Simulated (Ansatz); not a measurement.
# Cohesive energy of some bcc solids

Method: B3LYP (VWN-RPA form) (plane waves, PAW; Ansatz, an electronic-structure program). References are measured values corrected to a static lattice.

Values in eV/atom.

```
solid   reference  B3LYP (VWN-RPA form)  error (eV/atom)
------  ---------  --------------------  ---------------
bcc Na       1.12                  0.78            -0.34
bcc Li       1.67                  1.32            -0.35
bcc Cs       0.81                  0.41            -0.40
bcc Ba       1.91                  1.13            -0.78
bcc Rb       0.86                  0.47            -0.39
bcc K        0.94                  0.56            -0.38
```

Over these 6 solids the mean error is -0.44 eV/atom, the mean absolute error 0.44 eV/atom (median 0.38 eV/atom), and the worst case bcc Ba at -0.78 eV/atom; the value is too low in 6 of 6 cases.

All these references are brought to a static lattice.

Spin–orbit coupling is left out, also for the solids with elements from indium on (bcc Cs, bcc Ba); its size isn't shown.

Exact exchange on metals is sensitive to the k mesh.

Differences are worked out from the printed values.

Free atoms are spin-polarised, in the lowest state found; at levels without +SOC their spin–orbit coupling is left out. Each level is taken at its own relaxed cell. Ansatz's density-functional and Hartree–Fock values are scalar-relativistic unless marked +SOC, with PAW data made under PBE.

Not in this set, of the bcc solids with a reference value in our tables and a result at some level: 7 for a doubt noted on the run at B3LYP (VWN-RPA form). These can be a level's best or worst cases. Solids without a released value at any level aren't counted. Layered and molecular crystals are counted apart. The metals Ce to Yb are counted apart.

References as tabulated in Mejia-Rodriguez and Trickey (2018), arXiv:1807.09216; Csonka et al. (2009), arXiv:0903.4037.
